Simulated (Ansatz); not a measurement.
Process, species as SMILES: PP (P2H4) + [H][H] (H2) → 2 P (PH3)
B3LYP-D3(BJ)/def2-TZVP geometries, fixed; electronic energies without zero-point terms.
Largest species:
```xyz
6

P     -1.0203    -0.4713    -0.0535
P      1.0203     0.4711     0.0549
H     -1.5176     0.2567     1.0604
H     -1.5148     0.4895    -0.9757
H      1.5219    -0.4987     0.9637
H      1.5105    -0.2449    -1.0699
```

Basis-set convergence of the energy of full hydrogenation at PBE with Ansatz (a quantum-chemistry and plane-wave program). Cartesian d functions, on some or all atoms, in 6-31G*, 6-31+G*; all else is spherical. The program fits the integrals of some runs and decomposes those of others, by size. No added dispersion term, no relativity. Functions are those of the species that has most. Reference: the value in aug-pcseg-3, -3.57 kcal/mol, itself unsure by roughly 0.05 kcal/mol (its mean distance from aug-cc-pV(Q+d)Z, cc-pV(5+d)Z, def2-QZVPPD). Deviations are taken from unrounded values.

```csv
basis,functions,energy of full hydrogenation (kcal/mol),minus reference (kcal/mol)
pcseg-0,34,-3.01,0.56
def2-SV(P),44,-3.62,-0.05
6-31G*,46,-3.70,-0.13
6-31+G*,54,-4.54,-0.97
pcseg-1,56,-5.18,-1.61
def2-TZVP,98,-3.26,0.31
def2-TZVPD,122,-3.40,0.17
pcseg-2,124,-4.27,-0.70
cc-pV(T+d)Z,134,-3.49,0.07
def2-TZVPP,140,-3.46,0.11
jun-cc-pV(T+d)Z,152,-3.68,-0.11
def2-TZVPPD,164,-3.52,0.05
aug-pcseg-2,192,-3.70,-0.13
aug-cc-pV(T+d)Z,202,-3.63,-0.06
cc-pV(Q+d)Z,248,-3.61,-0.04
def2-QZVPP,260,-3.53,0.04
pcseg-3,260,-3.58,-0.01
aug-pcseg-3,374,-3.57,0.00
```

The smallest set listed that lies within 4 kcal/mol of the reference with all its larger relatives (same family, alike in diffuse functions; a set with none counts only in the reference's own line) is pcseg-0 (34 functions, 0.56 kcal/mol off). (Relatives not listed, tested too: def2-SVP -2.01, 6-31G** -0.01, 6-311G** -1.92, 6-311+G** -1.68, 6-311++G(2d,2p) -0.05, 6-311++G(3df,3pd) -0.45, def2-QZVP 0.04, def2-QZVPPD 0.03, aug-cc-pV(Q+d)Z -0.09, cc-pV(5+d)Z 0.02 kcal/mol.)
